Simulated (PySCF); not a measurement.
## How well do the runs reproduce experiment for carbonyl fluoride?

**The experiment to reproduce.**

From NIST CCCBDB Release 22 (SRD 101), experimental dipoles, for the gas: dipole moment (microwave Stark effect) 0.95 D.

The runs below try to reproduce these values; the comparison stands at the end.

Species: carbonyl fluoride, CF₂O.
SMILES with atom numbers: `[O:1]=[C:2]([F:3])[F:4]`

Geometry (GFN2-xTB, Å), atoms numbered from 1 in this order:
```xyz
4
CF2O angstrom
O     -0.318    1.121    0.805
C     -0.024    0.093    0.357
F      1.014   -0.643    0.692
F     -0.662   -0.566   -0.587
```

The PySCF runs (gas phase, on this GFN2-xTB geometry; no spin–orbit coupling):

```
              level                                                                job  basis functions  wall time
CAM-B3LYP/def2-SVPD  8 singlets by full TDDFT, 3 Tamm–Dancoff triplets, polarisability               89      3.9 s
```

Hardware: one thread, x86-64 server, no GPU, on a shared host.

**Comparison with experiment**

**Dipole moment.** Measured: 0.95 D (NIST CCCBDB Release 22 (SRD 101), experimental dipoles).

```tsv
level	computed (D)	computed − measured (D)	% (from the printed values)
CAM-B3LYP/def2-SVPD	0.93	-0.02	-2
```

The computed dipoles belong to one fixed geometry; measured ones are averaged over vibrations unless marked μe. Magnitudes are compared, not signs.

The geometry is computed, not the measured one. Where a level misses, the cause wasn't examined.
